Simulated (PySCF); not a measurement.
Zinc-blende AlP: correlation energy from several methods in one and the same small orbital space (PySCF; 2 atoms at the zone centre, 8 electrons in 20 orbitals, empty ones MP2 natural orbitals of a TZ basis, lattice constant set to 5.29911 Å). Its volume lies 9 % below that of the crystal's usual cell. It tests the methods against each other and lies far from the crystal's limit.

| method | E_corr (eV per atom) | share of full CI (%) | error (meV) |
|---|---|---|---|
| MP2 | -1.6713 | 70.9 | 686 |
| CCSD | -2.2897 | 97.1 | 68 |
| CCSD(T) | -2.3378 | 99.2 | 20 |
| CCSDT | -2.3527 | 99.8 | 5 |
| CCSDT(Q) | -2.3563 | 99.9 | 1 |
| full CI | -2.3576 | 100.0 | 0 |

The Hartree–Fock determinant has a weight of 0.88 in the full CI state.

MP2, (T) and (Q) use filled levels shifted down by the Madelung term, which in so small a cell is a large part of the gap, so these rows hang on it.
